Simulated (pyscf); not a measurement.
Four-centre exchange: HO–Si(Cl)(Cl)–Cl + hydrogen (H₂) → HO–Si(Cl)(Cl)–Cl + hydrogen (H₂)

Gas phase, singlet surface, charge 0. Bonds broken: O1–H6, H7–H8. Bonds formed: O1–H7, H6–H8. Optimised with ωB97X-D3(BJ)/def2-SVP in PySCF.

Transition state (Å):

```xyz
8

O      0.1252     0.3097     1.1763
Si     1.0275    -0.9362     0.6405
Cl     2.1974    -1.6731     2.1370
Cl    -0.1781    -2.4521    -0.0289
Cl     2.2213    -0.3491    -0.9025
H     -1.1272     0.7025     0.8044
H     -1.1239     0.3099     1.7250
H     -1.9748     0.6663     1.3360
```

One imaginary mode, 2600i cm⁻¹; descent along it reached the two sides named.

```
bond   change  reactant side (Å)  saddle  product side
-----  ------  -----------------  ------  ------------
O1–H6  breaks              0.969   1.364           2.9
H7–H8  breaks              0.761   1.001         2.361
O1–H7   forms                2.9   1.364         0.964
H6–H8   forms              2.275   1.001         0.761
```

Electronic energies relative to the separated reactants (kcal/mol):

```
level                   barrier  reaction energy  reverse barrier
----------------------  -------  ---------------  ---------------
ωB97X-D3(BJ)/def2-TZVP     67.6              0.0             67.6
PBE/def2-TZVP              58.3              0.0             58.3
r²SCAN/def2-TZVP           63.1              0.0             63.1
B3LYP-D3(BJ)/def2-TZVP     64.6              0.0             64.6
PBE0-D3(BJ)/def2-TZVP      63.2              0.0             63.2
M06-2X/def2-TZVP           69.6              0.0             69.6
ωB97M-D3(BJ)/def2-TZVP     66.5              0.0             66.5
HF/def2-TZVP               87.6              0.0             87.6
```

With ωB97M-D3(BJ)/def2-TZVP energies and thermal terms (ideal gas, 1 atm, RRHO with modes under 100 cm⁻¹ raised to 100, one conformer, R ln 2 for chiral ones without a mode under 150 cm⁻¹), in kcal/mol:

```json
[
 {"T (K)": "298", "ΔH‡": "66.1", "ΔG‡": "74.1", "ΔH": "0.0", "ΔG": "0.0"},
 {"T (K)": "600", "ΔH‡": "65.3", "ΔG‡": "82.6", "ΔH": "0.0", "ΔG": "0.0"},
 {"T (K)": "900", "ΔH‡": "65.0", "ΔG‡": "91.3", "ΔH": "0.0", "ΔG": "0.0"},
 {"T (K)": "1200", "ΔH‡": "65.2", "ΔG‡": "100.1", "ΔH": "0.0", "ΔG": "0.0"}
]
```

The same reactants have a lower exit, to HO–SiH(Cl)–Cl + HCl (barrier +54.0 kcal/mol at ωB97M-D3(BJ)/def2-TZVP, against +66.5 kcal/mol here). One saddle was located; it need not be the lowest between these sides.
